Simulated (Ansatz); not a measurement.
**CH2Al (quartet): B2PLYP, RPA-PBE over vertical spin and charge gaps, 6-31G**

Aim: run CH2Al (quartet) with these functionals over vertical spin and charge gaps, and hold them against the top wave-function level at the same points.

The runs use Ansatz 0.2.0, Gaussian basis; 6-31G, all electrons in the functionals, frozen cores in the correlation of double hybrids and RPA.

To be run: B2PLYP, RPA-PBE, at charge 0, quartet; charge 0, doublet; charge 0, sextet; charge 1, triplet; charge 1, quintet.

3 further runs of the same task are left out: 3 set aside as unsound or not needed.

## Step 1: What is computed

The geometry is a PBE0/def2-TZVP stationary point (not a proven minimum).

4 atoms, charge 0, spin multiplicity 4.

Atoms are counted from 1 here; the program's logs count them from 0.

Bond lengths: Al1–C2 1.923 Å, Al1–H3 1.613 Å, C2–H4 1.088 Å. Angles: C2–Al1–H3 117.5°, Al1–C2–H4 152.8°.

Coordinates:

```xyz
4

Al    0.0000   -0.0744    0.6134
C     0.0000    0.0101   -1.3080
H     0.0000    1.3217    1.4205
H     0.0000    0.5490   -2.2537
```

No dispersion term is added.

The geometry shown and the zero of energy belong to the point charge 0, quartet. The yardstick, FCI, and other wave-function levels (R restricted, U unrestricted, valence and pair active spaces) come from earlier runs.

## Step 2: B2PLYP, charge 0, quartet

in.yaml

```yaml
crystal:
  periodic: [false, false, false]
  atoms:
    - {symbol: Al, position_ang: [0.000000, -0.074388, 0.613390]}
    - {symbol: C, position_ang: [0.000000, 0.010117, -1.308029]}
    - {symbol: H, position_ang: [0.000000, 1.321704, 1.420502]}
    - {symbol: H, position_ang: [0.000000, 0.549036, -2.253748]}
basis:
  gaussian: {orbitals: 6-31G}
magnetization: {spin_polarized: true, initial_magnetization: 3}
hamiltonian: {xc: {name: B2PLYP}}
correlation: {electrons: outside_noble_gas}
```

On the command line:

```
$ ansatz run in.yaml --threads 1 --pin off --events-out ev --progress --plain --max-ram 4096MiB --backend cpu
```

The program printed:

```text
Functional definition: B2PLYP
  name "B2PLYP"
  cite "Grimme, J. Chem. Phys. 124, 034108 (2006) doi:10.1063/1.2148954"
  cite "Becke, Phys. Rev. A 38, 3098 (1988) doi:10.1103/PhysRevA.38.3098"
  cite "Lee, Yang & Parr, Phys. Rev. B 37, 785 (1988) doi:10.1103/PhysRevB.37.785"
  parameter a = 0.53
  parameter c = 0.27
  exchange = (1 - a)*b88_x + a*exact_x
  correlation = (1 - c)*lyp_c + c*(mp2_os + mp2_ss)
329 factors; integrals over basis functions are off by at most 2.6e-4 eV
mean field evaluation 1: about -7653.5661 eV, gradient 1.2e1 eV
mean field evaluation 2: about -7653.5673 eV, gradient 1.2e1 eV
mean field evaluation 4: about -7654.5953 eV, gradient 1.1e0 eV
mean field evaluation 8: about -7654.6171 eV, gradient 3.1e-2 eV
mean field evaluation 16: about -7654.6171 eV, gradient 4.2e-6 eV
mean field -7654.61711736 eV, -281.3019905771 hartree, gradient 4.2e-6 eV, S^2 3.761273; 0 other end points of the search recorded, 0 dependent functions left out
6 core orbitals not correlated: weight in the atoms' cores, before any rotation towards them, 1.000 or more for the frozen orbitals, at most 0.000 for the correlated occupied ones
reference -7654.61724224 eV, -281.3019951665 hartree; 6, 3 occupied and 14, 17 virtual orbitals, 329 factors
second order -2.59147365 eV of doubles, -0.00000000 eV of singles
Total energy: -7655.31694013 eV, -281.3277085895 hartree
```

Wall time 0.61 s (1 thread of AMD EPYC 7R13, shared host).

From the report: ⟨S²⟩ of the determinant 3.761 (pure quartet: 3.75).

## Step 3: B2PLYP, charge 0, doublet

in.yaml: that of step 2 with these lines changed.

```diff
@@ -9,3 +9,3 @@
   gaussian: {orbitals: 6-31G}
-magnetization: {spin_polarized: true, initial_magnetization: 3}
+magnetization: {spin_polarized: true, initial_magnetization: 1}
 hamiltonian: {xc: {name: B2PLYP}}
```

Launched as before.

The program printed, cut to the lines that bear on the results:

```text
Functional definition: B2PLYP
  name "B2PLYP"
  cite "Grimme, J. Chem. Phys. 124, 034108 (2006) doi:10.1063/1.2148954"
  cite "Becke, Phys. Rev. A 38, 3098 (1988) doi:10.1103/PhysRevA.38.3098"
  cite "Lee, Yang & Parr, Phys. Rev. B 37, 785 (1988) doi:10.1103/PhysRevB.37.785"
[...]
329 factors; integrals over basis functions are off by at most 2.6e-4 eV
[...]
mean field -7654.63406986 eV, -281.3026135700 hartree, gradient 1.8e-6 eV, S^2 1.674938; 12 other end points of the search recorded, 0 dependent functions left out
6 core orbitals not correlated: weight in the atoms' cores, before any rotation towards them, 1.000 or more for the frozen orbitals, at most 0.000 for the correlated occupied ones
reference -7654.63419446 eV, -281.3026181491 hartree; 5, 4 occupied and 15, 16 virtual orbitals, 329 factors
second order -2.69940850 eV of doubles, -0.00000000 eV of singles
Total energy: -7655.36303476 eV, -281.3294025359 hartree
```

Run time: 4.2 s. Hardware: 1 thread of AMD EPYC 7R13, shared host.

From the report: ⟨S²⟩ of the determinant 1.675 (pure doublet: 0.75). The determinant is far from a pure spin state, so its energy mixes those of several spin states (harmless only where they are near-degenerate, as at dissociation).

From charge 0, quartet: -1.1 kcal/mol.

## Step 4: B2PLYP, charge 0, sextet

in.yaml: that of step 3 with these lines changed.

```diff
@@ -9,3 +9,3 @@
   gaussian: {orbitals: 6-31G}
-magnetization: {spin_polarized: true, initial_magnetization: 1}
+magnetization: {spin_polarized: true, initial_magnetization: 5}
 hamiltonian: {xc: {name: B2PLYP}}
```

Launched as before.

The program printed, cut to the lines that bear on the results:

```text
Functional definition: B2PLYP
  name "B2PLYP"
  cite "Grimme, J. Chem. Phys. 124, 034108 (2006) doi:10.1063/1.2148954"
  cite "Becke, Phys. Rev. A 38, 3098 (1988) doi:10.1103/PhysRevA.38.3098"
  cite "Lee, Yang & Parr, Phys. Rev. B 37, 785 (1988) doi:10.1103/PhysRevB.37.785"
[...]
329 factors; integrals over basis functions are off by at most 2.6e-4 eV
[...]
mean field -7648.91085653 eV, -281.0922893594 hartree, gradient 5.9e-6 eV, S^2 8.767938; 0 other end points of the search recorded, 0 dependent functions left out
6 core orbitals not correlated: weight in the atoms' cores, before any rotation towards them, 1.000 or more for the frozen orbitals, at most 0.000 for the correlated occupied ones
reference -7648.91098520 eV, -281.0922940880 hartree; 7, 2 occupied and 13, 18 virtual orbitals, 329 factors
second order -2.27233189 eV of doubles, -0.00000000 eV of singles
Total energy: -7649.52451481 eV, -281.1148408853 hartree
```

Wall time 0.64 s (1 thread of AMD EPYC 7R13, shared host).

From the report: ⟨S²⟩ of the determinant 8.768 (pure sextet: 8.75).

From charge 0, quartet: +133.6 kcal/mol.

## Step 5: B2PLYP, charge 1, triplet

in.yaml: that of step 4 with these lines changed.

```diff
@@ -9,3 +9,4 @@
   gaussian: {orbitals: 6-31G}
-magnetization: {spin_polarized: true, initial_magnetization: 5}
+total_charge: 1
+magnetization: {spin_polarized: true, initial_magnetization: 2}
 hamiltonian: {xc: {name: B2PLYP}}
```

The command is unchanged.

The program printed, cut to the lines that bear on the results:

```text
Functional definition: B2PLYP
  name "B2PLYP"
  cite "Grimme, J. Chem. Phys. 124, 034108 (2006) doi:10.1063/1.2148954"
  cite "Becke, Phys. Rev. A 38, 3098 (1988) doi:10.1103/PhysRevA.38.3098"
  cite "Lee, Yang & Parr, Phys. Rev. B 37, 785 (1988) doi:10.1103/PhysRevB.37.785"
[...]
329 factors; integrals over basis functions are off by at most 2.6e-4 eV
[...]
mean field -7646.92414778 eV, -281.0192791594 hartree, gradient 8.1e-6 eV, S^2 2.032466; 2 other end points of the search recorded, 0 dependent functions left out
6 core orbitals not correlated: weight in the atoms' cores, before any rotation towards them, 1.000 or more for the frozen orbitals, at most 0.000 for the correlated occupied ones
reference -7646.92427549 eV, -281.0192838528 hartree; 5, 3 occupied and 15, 17 virtual orbitals, 329 factors
second order -2.92326471 eV of doubles, -0.00000000 eV of singles
Total energy: -7647.71355696 eV, -281.0482894119 hartree
```

Run time: 0.97 s. Hardware: 1 thread of AMD EPYC 7R13, shared host.

From the report: ⟨S²⟩ of the determinant 2.032 (pure triplet: 2.00).

From charge 0, quartet: +175.3 kcal/mol.

## Step 6: B2PLYP, charge 1, quintet

in.yaml: that of step 5 with these lines changed.

```diff
@@ -10,3 +10,3 @@
 total_charge: 1
-magnetization: {spin_polarized: true, initial_magnetization: 2}
+magnetization: {spin_polarized: true, initial_magnetization: 4}
 hamiltonian: {xc: {name: B2PLYP}}
```

The command is unchanged.

The program printed, cut to the lines that bear on the results:

```text
Functional definition: B2PLYP
  name "B2PLYP"
  cite "Grimme, J. Chem. Phys. 124, 034108 (2006) doi:10.1063/1.2148954"
  cite "Becke, Phys. Rev. A 38, 3098 (1988) doi:10.1103/PhysRevA.38.3098"
  cite "Lee, Yang & Parr, Phys. Rev. B 37, 785 (1988) doi:10.1103/PhysRevB.37.785"
[...]
329 factors; integrals over basis functions are off by at most 2.6e-4 eV
[...]
mean field -7643.57038271 eV, -280.8960305667 hartree, gradient 3.7e-6 eV, S^2 6.025098; 0 other end points of the search recorded, 0 dependent functions left out
6 core orbitals not correlated: weight in the atoms' cores, before any rotation towards them, 1.000 or more for the frozen orbitals, at most 0.000 for the correlated occupied ones
reference -7643.57050731 eV, -280.8960351456 hartree; 6, 2 occupied and 14, 18 virtual orbitals, 329 factors
second order -2.38489572 eV of doubles, -0.00000000 eV of singles
Total energy: -7644.21442916 eV, -280.9196988369 hartree
```

Run time: 0.66 s. Hardware: 1 thread of AMD EPYC 7R13, shared host.

From the report: ⟨S²⟩ of the determinant 6.025 (pure quintet: 6.00).

From charge 0, quartet: +256.0 kcal/mol.

## Step 7: RPA-PBE, charge 0, quartet

in.yaml: that of step 6 with these lines changed.

```diff
@@ -9,5 +9,4 @@
   gaussian: {orbitals: 6-31G}
-total_charge: 1
-magnetization: {spin_polarized: true, initial_magnetization: 4}
-hamiltonian: {xc: {name: B2PLYP}}
-correlation: {electrons: outside_noble_gas}
+magnetization: {spin_polarized: true, initial_magnetization: 3}
+hamiltonian: {xc: {name: PBE}}
+correlation: {method: rpa, electrons: outside_noble_gas}
```

Launched as before.

The program printed, cut to the lines that bear on the results:

```text
Functional definition: PBE
  name "PBE"
  cite "Perdew, Burke & Ernzerhof, Phys. Rev. Lett. 77, 3865 (1996) doi:10.1103/PhysRevLett.77.3865"
  parent pbe
[...]
329 factors; integrals over basis functions are off by at most 2.6e-4 eV
[...]
mean field -7655.10718118 eV, -281.3200000905 hartree, gradient 5.2e-6 eV, S^2 3.754455; 0 other end points of the search recorded, 0 dependent functions left out
6 core orbitals not correlated: weight in the atoms' cores, before any rotation towards them, 1.000 or more for the frozen orbitals, at most 0.000 for the correlated occupied ones
reference -7640.05032016 eV, -280.7666706539 hartree; 6, 3 occupied and 14, 17 virtual orbitals, 329 factors
Total energy: -7644.74691453 eV, -280.9392673133 hartree
```

Run time: 0.61 s. Hardware: 1 thread of AMD EPYC 7R13, shared host.

From the report: ⟨S²⟩ of the determinant 3.754 (pure quartet: 3.75).

## Step 8: RPA-PBE, charge 0, doublet

in.yaml: that of step 7 with these lines changed.

```diff
@@ -9,3 +9,3 @@
   gaussian: {orbitals: 6-31G}
-magnetization: {spin_polarized: true, initial_magnetization: 3}
+magnetization: {spin_polarized: true, initial_magnetization: 1}
 hamiltonian: {xc: {name: PBE}}
```

Same command.

The program printed, cut to the lines that bear on the results:

```text
Functional definition: PBE
  name "PBE"
  cite "Perdew, Burke & Ernzerhof, Phys. Rev. Lett. 77, 3865 (1996) doi:10.1103/PhysRevLett.77.3865"
  parent pbe
[...]
329 factors; integrals over basis functions are off by at most 2.6e-4 eV
[...]
mean field -7655.22956240 eV, -281.3244975173 hartree, gradient 8.7e-6 eV, S^2 1.523200; 14 other end points of the search recorded, 0 dependent functions left out
6 core orbitals not correlated: weight in the atoms' cores, before any rotation towards them, 1.000 or more for the frozen orbitals, at most 0.000 for the correlated occupied ones
reference -7639.69641205 eV, -280.7536647705 hartree; 5, 4 occupied and 15, 16 virtual orbitals, 329 factors
Total energy: -7644.77529260 eV, -280.9403101881 hartree
```

Run time: 4.2 s. Hardware: 1 thread of AMD EPYC 7R13, shared host.

From the report: ⟨S²⟩ of the determinant 1.523 (pure doublet: 0.75). The determinant is far from a pure spin state, so its energy mixes those of several spin states (harmless only where they are near-degenerate, as at dissociation).

From charge 0, quartet: -0.7 kcal/mol.

## Step 9: RPA-PBE, charge 0, sextet

in.yaml: that of step 8 with these lines changed.

```diff
@@ -9,3 +9,3 @@
   gaussian: {orbitals: 6-31G}
-magnetization: {spin_polarized: true, initial_magnetization: 1}
+magnetization: {spin_polarized: true, initial_magnetization: 5}
 hamiltonian: {xc: {name: PBE}}
```

The command is unchanged.

The program printed, cut to the lines that bear on the results:

```text
Functional definition: PBE
  name "PBE"
  cite "Perdew, Burke & Ernzerhof, Phys. Rev. Lett. 77, 3865 (1996) doi:10.1103/PhysRevLett.77.3865"
  parent pbe
[...]
329 factors; integrals over basis functions are off by at most 2.6e-4 eV
[...]
mean field -7649.50845557 eV, -281.1142507193 hartree, gradient 2.1e-6 eV, S^2 8.756501; 1 other end points of the search recorded, 0 dependent functions left out
6 core orbitals not correlated: weight in the atoms' cores, before any rotation towards them, 1.000 or more for the frozen orbitals, at most 0.000 for the correlated occupied ones
reference -7634.86729826 eV, -280.5761981121 hartree; 7, 2 occupied and 13, 18 virtual orbitals, 329 factors
Total energy: -7639.29201958 eV, -280.7388036214 hartree
```

Wall time 0.73 s (1 thread of AMD EPYC 7R13, shared host).

From the report: ⟨S²⟩ of the determinant 8.757 (pure sextet: 8.75).

From charge 0, quartet: +125.8 kcal/mol.

## Step 10: RPA-PBE, charge 1, triplet

in.yaml: that of step 9 with these lines changed.

```diff
@@ -9,3 +9,4 @@
   gaussian: {orbitals: 6-31G}
-magnetization: {spin_polarized: true, initial_magnetization: 5}
+total_charge: 1
+magnetization: {spin_polarized: true, initial_magnetization: 2}
 hamiltonian: {xc: {name: PBE}}
```

The command is unchanged.

The program printed, cut to the lines that bear on the results:

```text
Functional definition: PBE
  name "PBE"
  cite "Perdew, Burke & Ernzerhof, Phys. Rev. Lett. 77, 3865 (1996) doi:10.1103/PhysRevLett.77.3865"
  parent pbe
[...]
329 factors; integrals over basis functions are off by at most 2.6e-4 eV
[...]
mean field -7647.46411275 eV, -281.0391225062 hartree, gradient 2.9e-6 eV, S^2 2.017732; 5 other end points of the search recorded, 0 dependent functions left out
6 core orbitals not correlated: weight in the atoms' cores, before any rotation towards them, 1.000 or more for the frozen orbitals, at most 0.000 for the correlated occupied ones
reference -7632.27224360 eV, -280.4808316124 hartree; 5, 3 occupied and 15, 17 virtual orbitals, 329 factors
Total energy: -7637.45489785 eV, -280.6712906431 hartree
```

It took 1.9 s on 1 thread of AMD EPYC 7R13, shared host.

From the report: ⟨S²⟩ of the determinant 2.018 (pure triplet: 2.00).

From charge 0, quartet: +168.2 kcal/mol.

## Step 11: RPA-PBE, charge 1, quintet

in.yaml: that of step 10 with these lines changed.

```diff
@@ -10,3 +10,3 @@
 total_charge: 1
-magnetization: {spin_polarized: true, initial_magnetization: 2}
+magnetization: {spin_polarized: true, initial_magnetization: 4}
 hamiltonian: {xc: {name: PBE}}
```

Launched as before.

The program printed, cut to the lines that bear on the results:

```text
Functional definition: PBE
  name "PBE"
  cite "Perdew, Burke & Ernzerhof, Phys. Rev. Lett. 77, 3865 (1996) doi:10.1103/PhysRevLett.77.3865"
  parent pbe
[...]
329 factors; integrals over basis functions are off by at most 2.6e-4 eV
[...]
mean field -7643.96309593 eV, -280.9104625110 hartree, gradient 2.8e-6 eV, S^2 6.008357; 2 other end points of the search recorded, 0 dependent functions left out
6 core orbitals not correlated: weight in the atoms' cores, before any rotation towards them, 1.000 or more for the frozen orbitals, at most 0.000 for the correlated occupied ones
reference -7629.49473242 eV, -280.3787599590 hartree; 6, 2 occupied and 14, 18 virtual orbitals, 329 factors
Total energy: -7634.07981096 eV, -280.5472584877 hartree
```

Wall time 0.79 s (1 thread of AMD EPYC 7R13, shared host).

From the report: ⟨S²⟩ of the determinant 6.008 (pure quintet: 6.00).

From charge 0, quartet: +246.0 kcal/mol.

## Step 12: The comparison

The yardstick is full CI for this spin, exact in this basis with these frozen cores. It comes from earlier runs at the same points. Energies in kcal/mol, counted from charge 0, quartet; blanks weren't run or aren't comparable.

```csv
level,quartet to doublet,quartet to sextet,ionisation to the triplet cation,ionisation to the quintet cation
FCI,-1.4,125.0,168.9,245.0
B2PLYP,-1.1,133.6,175.3,256.0
RPA-PBE,-0.7,125.8,168.2,246.0
```

Largest miss and mean time a point (FCI took 17 s a point; shared hosts):

```csv
level,largest miss (kcal/mol),where,time a point
B2PLYP,+11.0,ionisation to the quintet cation,1.4 s
RPA-PBE,+0.9,ionisation to the quintet cation,1.6 s
```

## Step 13: Summary of results

```
                             quantity                                              value
              quartet to doublet, FCI                                      -1.4 kcal/mol
               quartet to sextet, FCI                                     125.0 kcal/mol
ionisation to the triplet cation, FCI                                     168.9 kcal/mol
ionisation to the quintet cation, FCI                                     245.0 kcal/mol
                 largest miss, B2PLYP  +11.0 kcal/mol (ionisation to the quintet cation)
                largest miss, RPA-PBE   +0.9 kcal/mol (ionisation to the quintet cation)
```

**Reading.** Of the functionals, RPA-PBE keep the smallest largest miss at the points compared (at most 0.9 kcal/mol) and B2PLYP strays most (11.0 kcal/mol, at ionisation to the quintet cation). B2PLYP, RPA-PBE clearly break the spin symmetry at some points (⟨S²⟩ up to 0.92 above the pure value), so energy there is bought with a mixed spin. Functionals and the yardstick converge differently with the basis, so part of each miss in 6-31G is the basis.
